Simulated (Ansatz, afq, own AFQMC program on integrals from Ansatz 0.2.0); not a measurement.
**Te⁺, quartet: AFQMC among the cluster methods**

A free Te cation.

Basis def2-SVP with its core potentials. Noble-gas cores (and the filled d shells of Ga–Kr and In–Xe) are frozen. Integrals, coupled cluster, full CI and functionals: Ansatz 0.2.0; the random walks run on the same integrals in our own AFQMC program. ph-AFQMC/CISD is guided by a CISD state made of CCSD amplitudes; releasing the constraint for a short imaginary time cuts its bias at the price of noise, slowly where states lie close. Free AFQMC starts from the CCSD state and is never constrained. Its projection time is finite, and what remains of the start isn't in its error. ± is one standard error of the sampling. No spin–orbit coupling.

Determinant: UHF, the one that the program's search chose, which needn't be the lowest solution.

Full CI on the same integrals is exact in this basis and with this determinant's frozen core.

Cautions: no spin-orbit coupling; inner d shell frozen.

The T1 diagnostic is 0.0024. The weight of the determinant in the CISD state is 0.957. The ⟨S²⟩ of the determinant is 3.751. The size of the correlated space is 5 electrons in 17 orbitals.

| level | correlation energy (eV) |
| --- | --- |
| MP2 | -1.2569 |
| CCSD | -1.6035 |
| CCSD(T) | -1.6182 |

Question: Estimate where AFQMC with the constraint released lies against CCSD(T) on the same integrals.

Answer: 0.13 ± 0.004 kcal/mol below CCSD(T).

Reference: full CI, correlation energy -1.624 eV. The released energy is read at 2.40 1/Eh (meV from the phaseless value at times in 1/Eh: -0.1 ± 0.3 at 0.24, -0.52 ± 0.22 at 0.51, -0.45 ± 0.14 at 0.99, -0.37 ± 0.17 at 1.62, -0.42 ± 0.18 at 2.40).

| level | E − E(reference) (kcal/mol) | share of correlation (%) |
| --- | --- | --- |
| CCSD(T) | 0.12 | 99.67 |
| CCSDT | 0.04 | 99.90 |
| CCSDT(Q) | 0.01 | 99.98 |
| CCSDTQ | 0.00 | 100.00 |
| ph-AFQMC/HF | 0.25 ± 0.23 | 99.32 |
| ph-AFQMC/CISD | 0.01 ± 0.008 | 99.98 |
| released AFQMC | 0.00 ± 0.004 | 100.00 |
| free AFQMC | 0.00 ± 0.003 | 99.99 |

CCSDT and higher add their correlation energy to the determinant of the CCSD(T) run, since their own runs factorise the integrals more tightly (a shift of under 2 meV). Free projections are given only where their last times agree within the noise and don't stop above the reference; a slow remainder of the start can still hide under it. A walk keeps the symmetry of its determinant, which the program's search chose and which needn't be the lowest solution, so a lower state of the same spin and another symmetry isn't excluded. Released energies are given only where the last usable release times agree within the noise; a slower fall can still hide under it.
